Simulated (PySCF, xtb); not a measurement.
SiF4, SMILES F[Si](F)(F)F.

Harmonic wavenumbers (cm⁻¹) from GFN2-xTB (xtb) at its own minimum, in rising order: 170, 170, 270, 270, 270, 787, 1018, 1018, 1019.

Task: What does PBE-D3(BJ)/def2-SVP run with PySCF 2.14.0 give at its own minimum? (An estimate is asked for; the answer gives what the named calculation found.)

Result: 239, 239, 356, 356, 356, 750, 1001, 1001, 1001. Paired by order, the mean absolute difference is 54 cm⁻¹ and the zero-point energies are 7.1 and 7.6 kcal/mol.
